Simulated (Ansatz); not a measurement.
```yaml
crystal:
  periodic: [false, false, false]
  atoms:
    - {symbol: B, position_ang: [-0.798969, 0.735928, -0.884932]}
    - {symbol: N, position_ang: [0.123660, 0.493696, 0.116254]}
    - {symbol: C, position_ang: [0.559981, -0.794849, 0.601590]}
    - {symbol: H, position_ang: [-1.315514, -0.195331, -1.434982]}
    - {symbol: H, position_ang: [-1.054276, 1.869732, -1.172499]}
    - {symbol: H, position_ang: [0.560394, 1.274507, 0.581430]}
    - {symbol: H, position_ang: [0.041687, -1.576334, 0.046376]}
    - {symbol: H, position_ang: [1.637021, -0.932340, 0.464654]}
    - {symbol: H, position_ang: [0.334517, -0.921307, 1.665010]}
basis:
  gaussian: {orbitals: "6-31G*", fitting: {mean_field: def2-universal-jkfit}, final_grid: {core_spheres: 8, valence_spheres: 7, degree: 23}}
magnetization: {spin_polarized: true, initial_magnetization: 0}
hamiltonian: {xc: {name: HF}}
correlation: {active_space: {window: {electrons: 40, orbitals: 30}}}
```

```sh
$ ansatz run in.yaml --threads 4 --pin off --events-out ev --progress --plain --max-ram 10444MiB
```

Output, abridged:

```
Error: invalid value for `correlation.active_space`: it starts from restricted Hartree–Fock orbitals; set hamiltonian.xc: hf without magnetization.spin_polarized
```
